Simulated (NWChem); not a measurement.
System: CH cation, singlet

Here is an NWChem input.

```
start job
memory heap 200 mb stack 900 mb global 1100 mb
charge 1
geometry units angstroms noautoz
  C      0.000000     0.000000    -0.141582
  H      0.000000     0.000000     0.998784
end
basis spherical
  * library def2-svp
end
dft
  xc xtpss03 ctpss03
  iterations 200
  convergence diis 3
end
task dft gradient
```

Parts of the log:

```
             Northwest Computational Chemistry Package (NWChem) 7.3.0
             --------------------------------------------------------

 ORDER OF PRIMARY AXIS IS BEING SET TO 4
 C4V symmetry detected

                             Geometry "geometry" -> ""
                             -------------------------

 Output coordinates in angstroms (scale by  1.889725989 to convert to a.u.)

  No.       Tag          Charge          X              Y              Z
 ---- ---------------- ---------- -------------- -------------- --------------
    1 C                    6.0000     0.00000000     0.00000000    -0.16290943
    2 H                    1.0000     0.00000000     0.00000000     0.97745657

 Effective nuclear repulsion energy (a.u.)       2.7842495252

      Symmetry information
      --------------------

 Group name             C4v
 Group number             18
 Group order               8
 No. of unique centers     2

                                 NWChem DFT Module
                                 -----------------

 Summary of "ao basis" -> "ao basis" (spherical)
 ------------------------------------------------------------------------------
       Tag                 Description            Shells   Functions and Types
 ---------------- ------------------------------  ------  ---------------------
 C                          def2-svp                 6       14   3s2p1d
 H                          def2-svp                 3        5   2s1p

      Symmetry analysis of basis
      --------------------------

        a1          9
        a2          0
        b1          1
        b2          1
        e           8

            General Information
            -------------------
          SCF calculation type: DFT
          Wavefunction type:  closed shell.
          No. of atoms     :     2
          No. of electrons :     6
           Alpha electrons :     3
            Beta electrons :     3
          Charge           :     1
          Spin multiplicity:     1
          Use of symmetry is: on ; symmetry adaption is: on
          Maximum number of iterations: 200
          AO basis - number of functions:    19
                     number of shells:     9
          Convergence on energy requested:  1.00D-06
          Convergence on density requested:  1.00D-05
          Convergence on gradient requested:  5.00D-04

              XC Information
              --------------
                  TPSS metaGGA Exchange Functional  1.000
             TPSS03 metaGGA Correlation Functional  1.000

             Grid Information
             ----------------
          Grid used for XC integration:  medium
          Radial quadrature: Mura-Knowles
          Angular quadrature: Lebedev.
          Tag              B.-S. Rad. Rad. Pts. Rad. Cut. Ang. Pts.
          ---              ---------- --------- --------- ---------
          C                   0.70       49           6.0       434
          H                   0.35       45           6.0       434
          Grid pruning is: on
          Number of quadrature shells:    94
          Spatial weights used:  Erf1

      Superposition of Atomic Density Guess
      -------------------------------------

 Sum of atomic energies:         -38.12408954

 Renormalizing density from       7.00 to      6

      Non-variational initial energy
      ------------------------------

 Total energy =     -34.019749
 1-e energy   =     -48.191619
 2-e energy   =      11.387620
 HOMO         =      -0.795429
 LUMO         =      -0.636531

      Symmetry analysis of molecular orbitals - initial
      -------------------------------------------------

 !! scf_movecs_sym_adapt:    2 vectors were symmetry contaminated

  Symmetry fudging

 !! scf_movecs_sym_adapt:    2 vectors were symmetry contaminated

  Numbering of irreducible representations:

     1 a1          2 a2          3 b1          4 b2          5 e

  Orbital symmetries:

     1 a1          2 a1          3 a1          4 e           5 e
     6 a1          7 a1          8 e           9 e          10 a1
    11 a1         12 e          13 e

   convergence    iter        energy       DeltaE   RMS-Dens  Diis-err
 ---------------- ----- ----------------- --------- --------- ---------
 d= 0,ls=0.0,diis     1    -38.0478612864 -4.08D+01  2.12D-02  8.74D-02
  Resetting Diis
 d= 0,ls=0.0,diis     2    -38.0538150155 -5.95D-03  7.91D-03  7.37D-03
 d= 0,ls=0.0,diis     3    -38.0550844162 -1.27D-03  3.09D-03  7.76D-04
 d= 0,ls=0.0,diis     4    -38.0551736832 -8.93D-05  1.20D-03  3.07D-04
 d= 0,ls=0.0,diis     5    -38.0552330749 -5.94D-05  5.41D-06  7.60D-09
 d= 0,ls=0.0,diis     6    -38.0552330760 -1.11D-09  3.49D-07  4.22D-11

         Total DFT energy =      -38.055233075997
      One electron energy =      -53.431965705313
           Coulomb energy =       17.885404134626
    Exchange-Corr. energy =       -5.292921030462
 Nuclear repulsion energy =        2.784249525151

 Numeric. integr. density =        5.999998890235

                  Occupations of the irreducible representations
                  ----------------------------------------------

                     irrep           alpha         beta
                     --------     --------     --------
                     a1                3.0          3.0
                     a2                0.0          0.0
                     b1                0.0          0.0
                     b2                0.0          0.0
                     e                 0.0          0.0

                       DFT Final Molecular Orbital Analysis
                       ------------------------------------

 Vector    1  Occ=2.000000D+00  E=-1.061967D+01  Symmetry=a1
              MO Center=  4.9D-22,  1.4D-21, -1.6D-01, r^2= 2.8D-02
   Bfn.  Coefficient  Atom+Function         Bfn.  Coefficient  Atom+Function
  ----- ------------  ---------------      ----- ------------  ---------------
     1      0.990248  1 C  s                  2      0.036466  1 C  s

 Vector    2  Occ=2.000000D+00  E=-1.000119D+00  Symmetry=a1
              MO Center= -3.5D-16, -5.4D-16,  2.8D-01, r^2= 6.8D-01
   Bfn.  Coefficient  Atom+Function         Bfn.  Coefficient  Atom+Function
  ----- ------------  ---------------      ----- ------------  ---------------
     2      0.639690  1 C  s                 15      0.298743  2 H  s
     1     -0.271329  1 C  s                  6      0.203441  1 C  pz
     3      0.196432  1 C  s                  9      0.045231  1 C  pz
    19     -0.029460  2 H  pz

 Vector    3  Occ=2.000000D+00  E=-6.805046D-01  Symmetry=a1
              MO Center=  2.3D-16,  5.6D-16, -2.8D-01, r^2= 9.5D-01
   Bfn.  Coefficient  Atom+Function         Bfn.  Coefficient  Atom+Function
  ----- ------------  ---------------      ----- ------------  ---------------
     6      0.560209  1 C  pz                 2     -0.398376  1 C  s
    15      0.308138  2 H  s                  3     -0.273585  1 C  s
     9      0.187473  1 C  pz                 1      0.157907  1 C  s
    16      0.100355  2 H  s                 12      0.035244  1 C  d  0

 Vector    4  Occ=0.000000D+00  E=-5.748138D-01  Symmetry=e
              MO Center=  1.9D-16, -3.2D-16, -1.4D-01, r^2= 8.9D-01
   Bfn.  Coefficient  Atom+Function         Bfn.  Coefficient  Atom+Function
  ----- ------------  ---------------      ----- ------------  ---------------
     5      0.578022  1 C  py                 4     -0.445438  1 C  px
     8      0.309307  1 C  py                 7     -0.238360  1 C  px

 Vector    5  Occ=0.000000D+00  E=-5.748138D-01  Symmetry=e
              MO Center= -1.8D-17, -1.3D-16, -1.4D-01, r^2= 8.9D-01
   Bfn.  Coefficient  Atom+Function         Bfn.  Coefficient  Atom+Function
  ----- ------------  ---------------      ----- ------------  ---------------
     4      0.578022  1 C  px                 5      0.445438  1 C  py
     7      0.309307  1 C  px                 8      0.238360  1 C  py

 Vector    6  Occ=0.000000D+00  E=-2.206941D-01  Symmetry=a1
              MO Center= -3.9D-17,  7.5D-17,  1.1D+00, r^2= 1.9D+00
   Bfn.  Coefficient  Atom+Function         Bfn.  Coefficient  Atom+Function
  ----- ------------  ---------------      ----- ------------  ---------------
    16      1.642145  2 H  s                  3     -0.866713  1 C  s
     9     -0.657501  1 C  pz                 6     -0.439050  1 C  pz
     2     -0.368319  1 C  s                 15      0.281070  2 H  s
     1      0.111654  1 C  s                 19      0.043864  2 H  pz
    12      0.030255  1 C  d  0

     Multipole analysis of the density
     ---------------------------------

     L   x y z        total         alpha         beta         nuclear
     -   - - -        -----         -----         ----         -------
     0   0 0 0      1.000000     -3.000000     -3.000000      7.000000

     1   1 0 0     -0.000000     -0.000000     -0.000000      0.000000
     1   0 1 0     -0.000000     -0.000000     -0.000000      0.000000
     1   0 0 1      0.600390      0.300195      0.300195      0.000000

     2   2 0 0     -2.876651     -1.438325     -1.438325      0.000000
     2   1 1 0     -0.000000     -0.000000     -0.000000      0.000000
     2   1 0 1      0.000000      0.000000      0.000000      0.000000
     2   0 2 0     -2.876651     -1.438325     -1.438325      0.000000
     2   0 1 1      0.000000      0.000000      0.000000      0.000000
     2   0 0 2     -3.378703     -3.679610     -3.679610      3.980516

[...]

                         DFT ENERGY GRADIENTS

    atom               coordinates                        gradient
                 x          y          z           x          y          z
   1 C       0.000000   0.000000  -0.307854    0.000000   0.000000   0.004497
   2 H       0.000000   0.000000   1.847125    0.000000   0.000000  -0.004497
```

Level: TPSS/def2-SVP. Low-valent species are run as closed-shell singlets; no triplet was tried in these runs. All runs use the structure optimised with PBE0-D3(BJ)/def2-TZVP.
